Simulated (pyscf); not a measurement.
Structures and frequencies: ωB97X-D3(BJ)/def2-SVP in PySCF. Correlated levels are frozen-core, on RHF or UHF. ΔMP2 is the change of the MP2 total energy from the triple- to the quadruple-zeta basis.

Question: `[NH]=[SiH][OH]` → `[NH]=[Si]` [singlet] + `[OH2]`
Surface: singlet. Broken: O–Si, H–Si. Formed: H–O. Give ΔE‡ and ΔE from CCSD(T)/def2-TZVPP + ΔMP2(QZVPP), relative to the reactant's lowest minimum found.

Answer: ΔE‡ = 69.9 kcal/mol, ΔE = +26.3 kcal/mol. Zero-point energy shifts the barrier by -3.0 kcal/mol. It is a 1,1-elimination, with an imaginary mode of 1630i cm⁻¹. On the product side the descent ends in a complex, 4.6 kcal/mol under the separated species and 44.4 kcal/mol under the saddle at ωB97X-D3(BJ)/def2-TZVP. The products may also form a dative adduct at HN=Si: [singlet]; it and routes through it were not searched. At ωB97X-D3(BJ) the barrier from the zero used here is 72.7 kcal/mol. HN=SiH–OH lies 21.1 kcal/mol over its isomer H₂N–Si:–OH [singlet] (electronic energy, ωB97M-D3(BJ)). This is the saddle that the search found; another between the same sides may lie lower. The CCSD(T) − MP2 part came from Ansatz, without density fitting, on the same reference.
